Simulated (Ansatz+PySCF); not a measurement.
The numbers below are computed, except where a source is named.
## PySCF 2.14.0 run

```python
from pyscf import gto, scf

mol = gto.M(atom="""
O -1.339600 -0.144460 0.000000
H -1.752710 0.638090 0.000000
H -0.474740 0.080800 0.000000
O 1.263640 0.148890 0.000000
H 1.417580 -0.377140 -0.697760
H 1.417580 -0.377140 0.697760
""", basis='def2-svp', charge=0, spin=0)
mf = scf.RHF(mol)
mf.init_guess = '1e'
mf.kernel()
while True:  # follow internal instabilities
    mo, _, stable, _ = mf.stability(return_status=True)
    if stable: break
    mf.kernel(mf.make_rdm1(mo, mf.mo_occ))
print(mf.converged, mf.e_tot, mf.spin_square()[0])
```

The script is written out from the run's settings.

The run gave:

| Property | Result |
| --- | --- |
| Converged | yes |
| Total energy | -151.90999 hartree |
| Spin squared of the determinant | 0.000 |
